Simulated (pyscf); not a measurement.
Elementary routes open to HO–B(F)–F + NH₃ in the gas phase (singlet surface):
A. H₂N–B(OH)–F + HF (B–F, H–N broken; B–N, F–H formed)
B. H₂O + H₂N–B(F)–F (B–O, H–N broken; H–O, B–N formed)

Structures and frequencies: ωB97X-D3(BJ)/def2-SVP in PySCF. Correlated levels are frozen-core, on RHF or UHF. ΔMP2 is the change of the MP2 total energy from the triple- to the quadruple-zeta basis.

Task: Rank the routes by free-energy barrier at 298 K, lowest first, for CCSD(T)/def2-TZVPP + ΔMP2(QZVPP) energies (ideal gas, 1 atm, RRHO with modes under 100 cm⁻¹ raised to 100, one conformer, R ln 2 for chiral ones without a mode under 150 cm⁻¹).

Result: B (113.5 kJ/mol), A (129.7 kJ/mol)

Route B is the fastest of these, ahead of the next by 16.2 kJ/mol. The most stable products are those of B (ΔG = +15.6 kJ/mol), so kinetics and thermodynamics agree. At 1200 K B is still the fastest. A: On the reactant side the descent ends in an adduct with a B–N contact, 60.4 kJ/mol under the separated species and 139.8 kJ/mol under the saddle at ωB97X-D3(BJ)/def2-TZVP. On the product side the descent ends in a complex, 27.3 kJ/mol under the separated species and 68.3 kJ/mol under the saddle at ωB97X-D3(BJ)/def2-TZVP. B: On the reactant side the descent ends in an adduct with a B–N contact, 62.5 kJ/mol under the separated species and 126.6 kJ/mol under the saddle at ωB97X-D3(BJ)/def2-TZVP. Only these routes are compared; each barrier is that of the saddle found, and lower ones may exist. The CCSD(T) − MP2 part came from Ansatz, without density fitting, on the same reference.
